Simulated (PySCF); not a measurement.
## Atomic charges by several schemes

C4H6F (charge +1).
Geometry (PBE0-D3(BJ)/def2-SVP, Å), atoms numbered from 1 in this order:
```xyz
11
C4H6F angstrom
C      2.0522    0.0395   -0.0558
C      0.7668   -0.3105   -0.3629
F      0.5153   -1.2047   -1.2877
C     -0.3192    0.2825    0.3028
C     -1.7036   -0.0292    0.0456
H      2.9009   -0.4163   -0.5779
H      2.2493    0.7848    0.7190
H     -0.0727    1.0243    1.0731
H     -2.1369   -0.4295    0.9901
H     -2.2762    0.9110   -0.0885
H     -1.8669   -0.7320   -0.7788
```

Density: PBE0/pcSseg-1 (PySCF); schemes: Mulliken, IAO, Hirshfeld and ESP-fitted. One conformer (not necessarily the lowest) at the PBE0-D3(BJ)/def2-SVP geometry, without solvent, vibrations or thermal averaging.

Q: For which atoms does the sign change between the 4 schemes (beyond +0.03 e in one, beyond −0.03 e in another)?

A: C1 and C4. Atomic charges aren't observables, and each scheme defines them in its own way.

Q: Do the Mulliken, IAO, Hirshfeld and ESP-fitted schemes agree on where the charge is highest?

A: The schemes don't all agree: Mulliken C2 (+0.277); IAO C2 (+0.296); Hirshfeld C4 (+0.158); ESP-fitted C2 (+0.272).

Q: What partial charge does each atom carry?

A: In e:

| atom | environment | Mulliken | IAO | Hirshfeld | ESP-fitted |
| --- | --- | --- | --- | --- | --- |
| C1 | carbon bonded to C and 2 H | -0.010 | -0.105 | +0.099 | -0.197 |
| C2 | carbon bonded to 2 C and F | +0.277 | +0.296 | +0.134 | +0.272 |
| F3 | vinyl fluorine | -0.199 | -0.214 | -0.013 | -0.106 |
| C4 | carbon bonded to 2 C and H | -0.149 | +0.105 | +0.158 | +0.171 |
| C5 | methyl carbon | -0.229 | -0.433 | -0.061 | -0.414 |
| H6 | hydrogen on C1 | +0.228 | +0.236 | +0.126 | +0.262 |
| H7 | hydrogen on C1 | +0.218 | +0.220 | +0.118 | +0.215 |
| H8 | hydrogen on C4 | +0.208 | +0.215 | +0.114 | +0.153 |
| H9 | methyl hydrogen | +0.230 | +0.241 | +0.122 | +0.225 |
| H10 | methyl hydrogen | +0.224 | +0.234 | +0.117 | +0.222 |
| H11 | methyl hydrogen | +0.202 | +0.205 | +0.087 | +0.198 |

Mean size of the charges over all atoms: IAO 0.228 e, ESP-fitted 0.221 e, Mulliken 0.198 e, Hirshfeld 0.104 e. Each set sums to the total charge, 1, to within 0.001 e. The Hirshfeld scheme weights the molecular density at each point by an atom's share of the summed free-atom densities. The ESP scheme fits charges at the nuclei, held to the total charge, to the electrostatic potential on points at 1.4 to 2.0 times the van der Waals radii.

Q: Sum the charges by element, for elements with more than one atom.

A: 
```json
{"element": "C", "atoms": "4", "Mulliken": "-0.112", "IAO": "-0.137", "Hirshfeld": "+0.330", "ESP-fitted": "-0.169"}
{"element": "H", "atoms": "6", "Mulliken": "+1.310", "IAO": "+1.350", "Hirshfeld": "+0.682", "ESP-fitted": "+1.275"}
```

Q: How closely do the schemes follow one another over all atoms?

A: Correlation coefficient and root-mean-square difference: IAO with ESP-fitted 0.97, 0.052 e; Mulliken with IAO 0.89, 0.103 e; IAO with Hirshfeld 0.88, 0.172 e; Hirshfeld with ESP-fitted 0.84, 0.166 e; Mulliken with ESP-fitted 0.80, 0.129 e; Mulliken with Hirshfeld 0.67, 0.152 e.
